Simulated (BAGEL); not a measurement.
# C3H5Cl (allyl chloride): HF/3-21G (density fitting with cc-pvqz-jkfit)

Aim: the vertical singlet–triplet gap of C3H5Cl (allyl chloride) at HF/3-21G (density fitting with cc-pvqz-jkfit), from 2 runs. 

The calculation is run with BAGEL 1.2.2.

6 further runs of the same task are left out: 3 that didn't finish, 3 set aside as unsound or not needed.

## (1) The system as given

C3H5Cl has 9 atoms, charge 0, and is taken as a singlet. SMILES: `C=CCCl`. Geometry: relaxed at PBE0-D4/def2-TZVP. This is one conformer, not always the lowest.

Bond lengths: C1–C2 1.325 Å, C2–C3 1.483 Å, C3–Cl4 1.795 Å, C1–H5 1.083 Å, C1–H6 1.085 Å, C2–H7 1.087 Å, C3–H8 1.089 Å, C3–H9 1.090 Å. Some angles: C1–C2–C3 123.4°, C2–C3–Cl4 111.0°, C1–C2–H7 120.5°, C3–C2–H7 116.1°, C2–C1–H5 121.5°, C2–C1–H6 121.4°, C2–C3–H8 111.7°, C2–C3–H9 111.8°, Cl4–C3–H8 107.1°, Cl4–C3–H9 105.6°.

## (2) The energy at HF/3-21G (density fitting with cc-pvqz-jkfit)

Input file job.json:

```json
{ "bagel": [

{
  "title": "molecule",
  "basis": "3-21g",
  "df_basis": "cc-pvqz-jkfit",
  "angstrom": true,
  "geometry": [
    { "atom": "C", "xyz": [      -0.295350,       1.315190,      -0.447700 ] },
    { "atom": "C", "xyz": [       0.370210,       0.171280,      -0.388240 ] },
    { "atom": "C", "xyz": [       0.080190,      -0.891510,       0.604460 ] },
    { "atom": "Cl", "xyz": [      -0.392790,      -2.419870,      -0.209260 ] },
    { "atom": "H", "xyz": [      -0.044240,       2.079040,      -1.173800 ] },
    { "atom": "H", "xyz": [      -1.115830,       1.528620,       0.230150 ] },
    { "atom": "H", "xyz": [       1.180420,      -0.031190,      -1.083310 ] },
    { "atom": "H", "xyz": [      -0.740340,      -0.613990,       1.264520 ] },
    { "atom": "H", "xyz": [       0.957740,      -1.137570,       1.203200 ] }
  ]
},

{
  "title": "hf"
},

{
  "title": "print",
  "file": "orbitals.molden",
  "orbitals": true
}

]}
```

Run with:

```console
$ BAGEL_NUM_THREADS=1 BAGEL job.json > job.out
```

Standard output:

```text
* using 1 threads per process

  ===============================================================
  ===============================================================

  *** Geometry ***

  { "atom" : "C", "xyz" : [     -0.558131,      2.485349,     -0.846030 ] },
  { "atom" : "C", "xyz" : [      0.699596,      0.323672,     -0.733667 ] },
  { "atom" : "C", "xyz" : [      0.151537,     -1.684710,      1.142264 ] },
  { "atom" : "Cl", "xyz" : [     -0.742266,     -4.572892,     -0.395444 ] },
  { "atom" : "H", "xyz" : [     -0.083601,      3.928816,     -2.218161 ] },
  { "atom" : "H", "xyz" : [     -2.108613,      2.888673,      0.434920 ] },
  { "atom" : "H", "xyz" : [      2.230671,     -0.058941,     -2.047159 ] },
  { "atom" : "H", "xyz" : [     -1.399040,     -1.160273,      2.389596 ] },
  { "atom" : "H", "xyz" : [      1.809866,     -2.149696,      2.273718 ] },

  Number of auxiliary basis functions:      721

  Since a DF basis is specified, we compute 2- and 3-index integrals:
    o Being stored without compression. Storage requirement is 0.014 GB

  Number of basis functions:       50
  Number of electrons      :       40

    * METHOD: MOLECULE                             0.39

  *** RHF ***

  === Nuclear Repulsion ===
   144.0348048613

      * DIIS with orbital gradients will be used.

  === RHF iteration (3-21g) ===
      0       -573.07833419          0.01469255           0.05
      1       -573.13213155          0.00432154           0.05
      2       -573.13647477          0.00158900           0.05
      3       -573.13710299          0.00031449           0.05
      4       -573.13712690          0.00006322           0.05
      5       -573.13712895          0.00002001           0.05
      6       -573.13712913          0.00000784           0.05
      7       -573.13712916          0.00000259           0.05
      8       -573.13712916          0.00000055           0.05
      9       -573.13712916          0.00000027           0.05
     10       -573.13712916          0.00000010           0.05
     11       -573.13712916          0.00000004           0.05
     12       -573.13712916          0.00000001           0.05
    * SCF iteration converged.

    * Permanent dipole moment:
           (   -0.260383,    -0.940876,    -0.390460) a.u.

    * METHOD: HF                                   0.71

    * METHOD: PRINT                                0.00

  ===============================================================
```

Wall time 1.3 s (1 thread of Arm Neoverse V2, shared host).

## (3) The triplet at the same level

Input file job.json:

```json
{ "bagel" : [

{
  "title" : "molecule",
  "basis" : "3-21g",
  "df_basis" : "cc-pvqz-jkfit",
  "angstrom" : "true",
  "geometry" : [
    { "atom" : "C", "xyz" : [   -0.295350,    1.315190,   -0.447700 ] },
    { "atom" : "C", "xyz" : [    0.370210,    0.171280,   -0.388240 ] },
    { "atom" : "C", "xyz" : [    0.080190,   -0.891510,    0.604460 ] },
    { "atom" : "Cl", "xyz" : [   -0.392790,   -2.419870,   -0.209260 ] },
    { "atom" : "H", "xyz" : [   -0.044240,    2.079040,   -1.173800 ] },
    { "atom" : "H", "xyz" : [   -1.115830,    1.528620,    0.230150 ] },
    { "atom" : "H", "xyz" : [    1.180420,   -0.031190,   -1.083310 ] },
    { "atom" : "H", "xyz" : [   -0.740340,   -0.613990,    1.264520 ] },
    { "atom" : "H", "xyz" : [    0.957740,   -1.137570,    1.203200 ] }
  ]
},
{ "title" : "uhf", "nopen" : 2 },
{ "title" : "print", "file" : "orbitals.molden", "orbitals" : "true" }

]}
```

Run with:

```console
$ BAGEL_NUM_THREADS=1 BAGEL job.json > job.out
```

Standard output:

```text
* using 1 threads per process

  ===============================================================
  ===============================================================

  *** Geometry ***

  { "atom" : "C", "xyz" : [     -0.558131,      2.485349,     -0.846030 ] },
  { "atom" : "C", "xyz" : [      0.699596,      0.323672,     -0.733667 ] },
  { "atom" : "C", "xyz" : [      0.151537,     -1.684710,      1.142264 ] },
  { "atom" : "Cl", "xyz" : [     -0.742266,     -4.572892,     -0.395444 ] },
  { "atom" : "H", "xyz" : [     -0.083601,      3.928816,     -2.218161 ] },
  { "atom" : "H", "xyz" : [     -2.108613,      2.888673,      0.434920 ] },
  { "atom" : "H", "xyz" : [      2.230671,     -0.058941,     -2.047159 ] },
  { "atom" : "H", "xyz" : [     -1.399040,     -1.160273,      2.389596 ] },
  { "atom" : "H", "xyz" : [      1.809866,     -2.149696,      2.273718 ] },

  Number of auxiliary basis functions:      721

  Since a DF basis is specified, we compute 2- and 3-index integrals:
    o Being stored without compression. Storage requirement is 0.014 GB

  Number of basis functions:       50
  Number of electrons      :       40

    * METHOD: MOLECULE                             0.38

  *** Open-shell HF ***

  === Nuclear Repulsion ===
   144.0348048613

      * DIIS with orbital gradients will be used.

  === UHF iteration (3-21g) ===
      0       -572.89576384          0.02855659           0.09
      1       -572.98057383          0.00815852           0.09
      2       -572.99850971          0.00402878           0.09
      3       -573.00391886          0.00183900           0.09
      4       -573.00630571          0.00063045           0.09
      5       -573.00664913          0.00022890           0.09
      6       -573.00670508          0.00007518           0.09
      7       -573.00671506          0.00003190           0.09
      8       -573.00671756          0.00000994           0.09
      9       -573.00671775          0.00000487           0.09
     10       -573.00671781          0.00000235           0.09
     11       -573.00671782          0.00000102           0.09
     12       -573.00671783          0.00000043           0.09
     13       -573.00671783          0.00000020           0.09
     14       -573.00671783          0.00000009           0.09
     15       -573.00671783          0.00000003           0.09
     16       -573.00671783          0.00000001           0.10
     17       -573.00671783          0.00000001           0.09
    * SCF iteration converged.

    * S^2 (UHF) is 2.0231

    * Permanent dipole moment:
           (   -0.290782,    -0.950592,    -0.373127) a.u.

    * METHOD: UHF                                  1.80

    * METHOD: PRINT                                0.00

  ===============================================================
```

It took 2.4 s on 1 thread of Arm Neoverse V2, shared host.

## (4) Outcome

Level: HF/3-21G (density fitting with cc-pvqz-jkfit).

| quantity | value |
| --- | --- |
| singlet: total energy | -573.13713 Eh |
| singlet: dipole moment | 2.67 D |
| singlet: HOMO energy | -10.43 eV |
| singlet: LUMO energy | 3.99 eV |
| singlet: HOMO–LUMO gap | 14.42 eV |
| triplet: total energy | -573.00672 Eh |
| triplet: dipole moment | 2.70 D |
| triplet: ⟨S²⟩ | 2.023 |
| vertical energy of the triplet above the singlet | 3.549 eV |

In words: At this shape the triplet lies 3.55 eV (82 kcal/mol) above the singlet.
